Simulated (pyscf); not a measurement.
A first-order saddle from PySCF, ωB97X-D3(BJ)/def2-SVP:

```xyz
15

F     -0.7105    -1.4273     1.5346
Si    -0.4733    -0.1839     0.4809
Si    -0.3160    -0.9838    -1.7031
Si    -2.2657     1.3058     0.5938
Si     1.5089     0.9307     1.0037
H     -0.0816     0.2885    -2.5838
H      0.8419    -1.9051    -1.8937
H     -1.5717    -1.6462    -2.1621
H     -1.9846     2.3986    -0.3856
H     -3.5447     0.6341     0.2219
H     -2.3912     1.8929     1.9594
H      2.6778     0.0071     0.9264
H      1.4424     1.5355     2.3657
H      1.6763     2.0178    -0.0075
H      0.1160     1.3249    -3.3323
```
Charge 0, spin multiplicity 2.

Surface: doublet, charge 0. Lowest wavenumbers (cm⁻¹): 879i, 55, 79, 83, 91.

Q: Which two sides does it connect, and which bonds change?

A: F–Si(SiH₃)(SiH₃)–SiH₃ + H atom (H•) ⇌ F–Si(SiH₂•)(SiH₃)–SiH₃ + hydrogen (H₂), a hydrogen abstraction read from left to right: H–Si broken and H–H formed. At ωB97M-D3(BJ)/def2-TZVP it lies +4.0 kcal/mol from the left side and +19.6 kcal/mol from the right (each side as separated species at their lowest minima found). F–Si(SiH₂•)(SiH₃)–SiH₃ lies 8.3 kcal/mol over its isomer F–SiH₂–Si•(SiH₃)–SiH₃ (electronic energy, ωB97M-D3(BJ)/def2-TZVP). One saddle was located; it need not be the lowest between these sides. The angle at the transferred H is 179°.
